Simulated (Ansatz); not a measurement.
System: CH3Cl, charge 0, singlet. CH3Cl (SMILES CCl).
B3LYP-D3(BJ)/def2-TZVP minimum from Ansatz (a quantum-chemistry and plane-wave program):
```xyz
5

C      0.0082     0.0133    -1.1337
Cl    -0.0048    -0.0077     0.6605
H      0.0175     1.0478    -1.4634
H      0.8997    -0.5040    -1.4752
H     -0.8852    -0.4920    -1.4879
```

Quantity: atomisation energy (electronic, to ground-state atoms), in kJ/mol. Radicals and triplets start from unrestricted determinants; spin-orbit coupling is neglected. CBS(X,Y): correlation extrapolated as X^-3, Hartree-Fock from the larger set (Q,5: extrapolated as (X+1)exp(-9√X)). A bracket is a step between two methods taken in the basis named. Functionals run without relativity, which enters their misses. Double hybrids freeze cores in their MP2 part. 'core' is core correlation in cc-pwCVTZ (1s frozen past Ne), 'X2C' scalar relativity in cc-pVTZ-DK, both at CCSD(T). Where a partner has so few electrons that a lower coupled-cluster level is exact, that level stands in.

CCSD(T)/CBS(cc-pV(Q+d)Z,cc-pV(5+d)Z) + [CCSDT(Q) - CCSD(T)]/cc-pV(T+d)Z + core + X2C (Ansatz) gives 1656.7 kJ/mol.

### Question
How far off this value is PBE/def2-TZVPD (Ansatz), in which direction, and which of these levels come nearer: r2SCAN/def2-TZVPD, B3LYP/def2-TZVPD, PBE0/def2-TZVPD, B2PLYP/def2-TZVPD, CCSD(T)/CBS(cc-pV(Q+d)Z,cc-pV(5+d)Z) + core + X2C?

### Answer
PBE gives 1672.5 kJ/mol, 15.8 kJ/mol above it. Differences of the others: r2SCAN/def2-TZVPD (Ansatz) -4.0; B3LYP/def2-TZVPD (Ansatz) -15.5; PBE0/def2-TZVPD (Ansatz) -4.0; B2PLYP/def2-TZVPD (Ansatz) -27.2; CCSD(T)/CBS(cc-pV(Q+d)Z,cc-pV(5+d)Z) + core + X2C (Ansatz) -0.1 kJ/mol. Nearer than PBE: r2SCAN/def2-TZVPD, B3LYP/def2-TZVPD, PBE0/def2-TZVPD, CCSD(T)/CBS(cc-pV(Q+d)Z,cc-pV(5+d)Z) + core + X2C.
